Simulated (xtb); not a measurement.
C$_{3}$H$_{8}$O, charge -1, doublet, geometry from GFN2-xTB of the parent state (a state made from the parent by changing its charge; the spin is typed, not shown lowest); GFN1-xTB run with xtb 6.7.1.

The xtb input:
```
$ xtb mol.xyz --gfn 1 --chrg -1 --uhf 1 --json

# file mol.xyz
12

O      0.02217187    -0.70637156    -0.00891756
C     -0.00191006     0.70379066     0.00906344
C      1.31940794    -1.23577614    -0.00427645
C     -1.44920700     1.16750381     0.00224778
H      0.51537054     1.07502478     0.90896197
H      0.53111673     1.09799856    -0.87167144
H      1.21557456    -2.31874503    -0.01916715
H      1.88715969    -0.91090045    -0.88622004
H      1.87140251    -0.93389025     0.89565558
H     -1.94985378     0.79906787    -0.88859537
H     -1.96544310     0.77632297     0.87429802
H     -1.49244744     2.25298407     0.01587030
```

What the program printed (banner, timings and long lists left out):

```
   ID    Z sym.   atoms
    1    8 O      1
    2    6 C      2-4
    3    1 H      5-12

           -------------------------------------------------
          |                Calculation Setup                |
           -------------------------------------------------

           -------------------------------------------------
          |                 G F N 1 - x T B                 |
           -------------------------------------------------

          ...................................................
          :                      SETUP                      :
          :.................................................:
          :  # basis functions                  32          :
          :  # atomic orbitals                  32          :
          :  # shells                           24          :
          :  # electrons                        27          :
          :  # halogen bonds                     0          :
          :  max. iterations                   250          :
          :  Hamiltonian                  GFN1-xTB          :
          :  restarted?                      false          :
          :  GBSA solvation                  false          :
          :  PC potential                    false          :
          :  electronic temp.          300.0000000     K    :
          :  accuracy                    1.0000000          :
          :  -> integral cutoff          0.2500000E+02      :
          :  -> integral neglect         0.1000000E-07      :
          :  -> SCF convergence          0.1000000E-05 Eh   :
          :  -> wf. convergence          0.2000000E-04 e    :
          :  Broyden damping             0.4000000          :
          :  net charge                         -1          :
          :  unpaired electrons                  1          :
          ...................................................

 iter      E             dE          RMSdq      gap      omega  full diag
   1    -15.4645718 -0.154646E+02  0.716E+00    0.56       0.0  T
   2    -15.5114619 -0.468901E-01  0.434E+00    0.45       1.0  T
   3    -15.4473364  0.641255E-01  0.210E+00    1.12       1.0  T
   4    -15.5265005 -0.791641E-01  0.100E+00    0.18       1.0  T
   5    -15.5261664  0.334012E-03  0.672E-01    0.62       1.0  T
   6    -15.5327142 -0.654780E-02  0.513E-01    0.49       1.0  T
   7    -15.5366261 -0.391187E-02  0.383E-01    0.46       1.0  T
   8    -15.5416420 -0.501593E-02  0.240E-01    0.35       1.0  T
[...]
         :: total energy             -15.387684574920 Eh    ::
[...]
                  HL-Gap            0.0104110 Eh            0.2833 eV
             Fermi-level            0.0031602 Eh            0.0860 eV

  Mulliken/CM5 charges         n(s)   n(p)   n(d)
     1O    -0.48336 -0.59193   1.687  4.797  0.000
     2C     0.21586  0.13269   0.988  2.796  0.000
     3C     0.20018  0.07896   1.000  2.800  0.000
     4C    -0.05307 -0.20245   1.026  3.027  0.000
     5H    -0.05407  0.00760   1.054  0.000  0.000
     6H    -0.05407  0.00760   1.054  0.000  0.000
     7H    -0.11861 -0.05780   1.119  0.000  0.000
     8H    -0.15324 -0.09465   1.153  0.000  0.000
     9H    -0.15324 -0.09465   1.153  0.000  0.000
    10H    -0.10683 -0.05241   1.107  0.000  0.000
    11H    -0.10683 -0.05241   1.107  0.000  0.000
    12H    -0.13273 -0.08056   1.133  0.000  0.000

Wiberg/Mayer (AO) data.
largest (>0.10) Wiberg bond orders for each atom

 ---------------------------------------------------------------------------
     #   Z sym  total        # sym  WBO       # sym  WBO       # sym  WBO
 ---------------------------------------------------------------------------
     1   8 O    1.999 --     2 C    0.949     3 C    0.935
     2   6 C    3.926 --     4 C    0.997     6 H    0.968     5 H    0.968
                             1 O    0.949
     3   6 C    3.910 --     7 H    0.967     9 H    0.965     8 H    0.965
                             1 O    0.935
     4   6 C    3.994 --     2 C    0.997    10 H    0.975    11 H    0.975
                            12 H    0.974
     5   1 H    1.074 --     2 C    0.968
     6   1 H    1.074 --     2 C    0.968
     7   1 H    1.178 --     3 C    0.967
     8   1 H    1.253 --     3 C    0.965
     9   1 H    1.253 --     3 C    0.965
    10   1 H    1.219 --     4 C    0.975
    11   1 H    1.219 --     4 C    0.975
    12   1 H    1.194 --     4 C    0.974
 ---------------------------------------------------------------------------

Topologies differ in total number of bonds
Writing topology from bond orders to xtbtopo.mol

 dipole moment from electron density (au)
     X       Y       Z
   0.4761   0.4008   0.0094  total (Debye):    1.582

           -------------------------------------------------
          | TOTAL ENERGY              -15.387684574920 Eh   |
          | GRADIENT NORM               0.021443143383 Eh/α |
          | HOMO-LUMO GAP               0.283297465626 eV   |
           -------------------------------------------------

normal termination of xtb
```
